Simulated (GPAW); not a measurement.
# C2H3ClO (SMILES C=C(O)Cl), run twice

Wanted: energy and one-electron properties of C2H3ClO, PBE/real-space grid (scalar-relativistic datasets).

The results are computed with GPAW 26.7.0.

2 further runs of the same task are left out: 1 that didn't finish, 1 set aside as unsound or not needed.

### Step 1. The system as given

C2H3ClO: 7 atoms, total charge 0, spin state singlet. SMILES: `C=C(O)Cl`. The coordinates come from a GFN2-xTB relaxation. This is one conformer, not always the lowest.

Bond lengths: C1–C2 1.323 Å, C2–O3 1.348 Å, C2–Cl4 1.722 Å, C1–H5 1.071 Å, C1–H6 1.076 Å, O3–H7 0.965 Å. Angles: C1–C2–O3 126.9°, C1–C2–Cl4 122.4°, O3–C2–Cl4 110.6°, C2–C1–H5 121.4°, C2–C1–H6 120.9°, C2–O3–H7 110.3°, H5–C1–H6 117.7°.

### Step 2. First attempt

The input, sp.py:

```python
import numpy as np
from ase import Atoms
from ase.units import Debye
from gpaw import GPAW

molecule = Atoms('CCOClHHH',
    positions=[[ -0.198990,   0.396900,   0.797120],
               [ -0.224430,  -0.158920,  -0.403110],
               [  0.830680,  -0.620910,  -1.104340],
               [ -1.685570,  -0.382820,  -1.286360],
               [ -1.096460,   0.734990,   1.273770],
               [  0.728180,   0.524590,   1.327460],
               [  1.646580,  -0.493830,  -0.604530]])
molecule.center(vacuum=4.5)
molecule.set_initial_magnetic_moments([1 / len(molecule)] * len(molecule))

dft = GPAW(mode='fd',
           h=0.2,
           xc='PBE',
           occupations={'name': 'fermi-dirac', 'width': 0.0, 'fixmagmom': True},
           maxiter=64,
           txt='-')
molecule.calc = dft

energy = molecule.get_potential_energy()
print(f'Energy: {energy:.5f} eV')
forces = molecule.get_forces()
print('Forces (eV/Ang)')
for symbol, f in zip(molecule.symbols, forces):
    print(f'{symbol:2} {f[0]:9.4f} {f[1]:9.4f} {f[2]:9.4f}')
dipole = molecule.get_dipole_moment() / Debye
print(f'Dipole = {np.linalg.norm(dipole):.3f} D')
```

The run is started by

```
$ python3 -u sp.py | tee sp.out
```

The program printed:

```text
[...]
Number of symmetries: 1
[...]
  Number of IBZ points: 1
[...]
Spin-components: 2 (collinear spins)
Bands:           19
[...]
  Valence electrons: 24.0
[...]
  Grid points: [60 52 60]
  Charge: 0.0  # |e|
[...]
    cutoffs:
[...]
occupation numbers:
  Fixed magnetic moment: 1.000
[...]
xc functional:
  name: PBE with 2 nearest neighbor stencil
[...]
|iter     |     time |      energy | eigst |  dens |  magmom |
[...]
|iter:   1| 00:00:06 |  -38.717976 | +1.12 |       |  +0.9981|
[...]
|iter:  23| 00:01:31 |  -35.254177c| -7.44c| -5.69c|  +1.0000|
Converged in 23 steps
[...]
Energy contributions relative to reference atoms: (reference = -16688.528415)
Energy contributions:
  Kinetic:          44.534406
  Coulomb:         -45.703748
  Zero:              1.119106
  External:          0.000000
  Xc:              -35.203942
  Entropy:           0.000000
  Spinorbit:         0.000000
  ----------------------------
  Free energy:     -35.254177
  Extrapolated:    -35.254177
dipole moment: (0.362258, 0.061425, 0.219021)  # |e|*Ang
Total magnetic moment: (0.000000, 0.000000, 1.000000)
Local magnetic moments
|        x |        y |         z |
|----------|----------|-----------|
| 0.000000 | 0.000000 |  0.141212 |  # C    0
| 0.000000 | 0.000000 |  0.131979 |  # C    1
| 0.000000 | 0.000000 |  0.060645 |  # O    2
| 0.000000 | 0.000000 |  0.028331 |  # Cl   3
| 0.000000 | 0.000000 | -0.003471 |  # H    4
| 0.000000 | 0.000000 | -0.003295 |  # H    5
| 0.000000 | 0.000000 | -0.000352 |  # H    6
Fermi levels: -1.419, -5.654
Eigenvalues  # (at kpt = [0.000, 0.000, 0.000])
| band index |      eig [eV] | occ [0-1] |      eig [eV] | occ [0-1] |
|------------|---------------|-----------|---------------|-----------|
|          0 |       -27.653 |     1.000 |       -27.499 |     1.000 |
|        ... |               |           |               |           |
|          4 |       -13.001 |     1.000 |       -12.780 |     1.000 |
|          5 |       -12.436 |     1.000 |       -12.303 |     1.000 |
|          6 |       -11.024 |     1.000 |       -10.502 |     1.000 |
|          7 |       -10.280 |     1.000 |       -10.171 |     1.000 |
|          8 |        -9.737 |     1.000 |        -9.634 |     1.000 |
|          9 |        -8.295 |     1.000 |        -8.083 |     1.000 |
|         10 |        -7.936 |     1.000 |        -7.904 |     1.000 |
|         11 |        -6.541 |     1.000 |        -5.654 |     0.500 |
|         12 |        -1.419 |     0.500 |        -0.946 |     0.000 |
|         13 |        -1.104 |     0.000 |        -0.492 |     0.000 |
[...]
Gap: 4.235 eV
Transition (v -> c):
[...]
Forces (eV/Ang)
C     0.1963    1.6715    3.6447
C    -0.8082   -1.7968   -4.1306
O     0.1604   -0.2453   -0.4835
Cl    0.0245    0.0170    0.1586
H    -0.4127    0.1651    0.2436
H     0.4056    0.0720    0.2569
H     0.3607    0.1173    0.3340
Dipole = 2.055 D
```

It took 92 s on 1 thread of Intel Xeon at 2.70GHz, shared host; peak memory 0.7 GiB.

### Step 3. What went wrong

The run finished; that doesn't make the result usable.

The fault: the spin state typed doesn't suit the molecule. Among its listed settings the sound run differs in this, and the input shows the rest: reference RKS in place of UKS; multiplicity 1 in place of 2.

### Step 4. The mended input

The input, run.py:

```python
import numpy as np
from ase import Atoms
from ase.units import Debye
from gpaw import GPAW

# Atomic positions
system = Atoms(['C', 'C', 'O', 'Cl', 'H', 'H', 'H'],
    positions=[[ -0.198990,   0.396900,   0.797120],
               [ -0.224430,  -0.158920,  -0.403110],
               [  0.830680,  -0.620910,  -1.104340],
               [ -1.685570,  -0.382820,  -1.286360],
               [ -1.096460,   0.734990,   1.273770],
               [  0.728180,   0.524590,   1.327460],
               [  1.646580,  -0.493830,  -0.604530]])
system.center(vacuum=4.5)

# GPAW settings
dft = GPAW(mode='fd', h=0.2, maxiter=100, xc='PBE', txt='-')
system.calc = dft

energy = system.get_potential_energy()
print(f'Energy                  {energy:.5f} eV')
forces = system.get_forces()
print('Forces (eV/Ang)')
for symbol, f in zip(system.symbols, forces):
    print(f'{symbol:2} {f[0]:9.4f} {f[1]:9.4f} {f[2]:9.4f}')
dipole = system.get_dipole_moment() / Debye
print(f'Dipole: {np.linalg.norm(dipole):.3f} D')
homo, lumo = dft.get_homo_lumo()
print(f'HOMO: {homo:.3f} eV')
print(f'LUMO: {lumo:.3f} eV')
print(f'Gap = {lumo - homo:.3f} eV')
```

The run is started by

```
$ python run.py > run.log
```

The program printed:

```text
[...]
Number of symmetries: 1
[...]
  Number of IBZ points: 1
[...]
Spin-components: 1 (collinear spins)
Bands:           19
[...]
  Valence electrons: 24.0
[...]
  Grid points: [60 52 60]
  Charge: 0.0  # |e|
[...]
    cutoffs:
[...]
occupation numbers:
  # Zero width
[...]
xc functional:
  name: PBE with 2 nearest neighbor stencil
[...]
|iter     |     time |      energy | eigst |  dens |
[...]
|iter:   1| 00:00:04 |  -41.323878 | +1.10 |       |
[...]
|iter:  15| 00:00:31 |  -37.566471c| -7.68c| -6.05c|
Converged in 15 steps
[...]
Energy contributions relative to reference atoms: (reference = -16688.528415)
Energy contributions:
  Kinetic:          42.473619
  Coulomb:         -45.739984
  Zero:              1.116706
  External:          0.000000
  Xc:              -35.416811
  Entropy:           0.000000
  Spinorbit:         0.000000
  ----------------------------
  Free energy:     -37.566471
  Extrapolated:    -37.566471
dipole moment: (0.354634, 0.083193, 0.276434)  # |e|*Ang
Fermi level: -3.407
Eigenvalues  # (at kpt = [0.000, 0.000, 0.000])
| band index |      eig [eV] | occ [0-2] |
|------------|---------------|-----------|
|          0 |       -27.420 |     2.000 |
|        ... |               |           |
|          4 |       -12.750 |     2.000 |
|          5 |       -12.207 |     2.000 |
|          6 |       -10.637 |     2.000 |
|          7 |       -10.087 |     2.000 |
|          8 |        -9.473 |     2.000 |
|          9 |        -8.053 |     2.000 |
|         10 |        -7.822 |     2.000 |
|         11 |        -5.883 |     2.000 |
|         12 |        -0.931 |     0.000 |
|         13 |        -0.875 |     0.000 |
[...]
Gap: 4.952 eV
Transition (v -> c):
[...]
Forces (eV/Ang)
C    -0.0609    0.2018    0.4156
C     0.0784   -0.1051   -0.2440
O    -0.1357   -0.3128   -0.7115
Cl   -0.2384   -0.0980   -0.1696
H    -0.4585    0.1475    0.1951
H     0.4518    0.0430    0.2054
H     0.2893    0.1292    0.3335
Dipole: 2.196 D
HOMO: -5.883 eV
LUMO: -0.931 eV
Gap = 4.952 eV
```

It took 31 s on 1 thread of Intel Xeon at 2.70GHz, shared host; peak memory 0.56 GiB.

### Step 5. Summary of results

At PBE/real-space grid (scalar-relativistic datasets):

| quantity | value |
| --- | --- |
| energy as printed (from the program's reference atoms) | -37.5665 eV |
| dipole moment | 2.20 D |
| HOMO energy | -5.88 eV |
| LUMO energy | -0.93 eV |
| HOMO–LUMO gap | 4.95 eV |
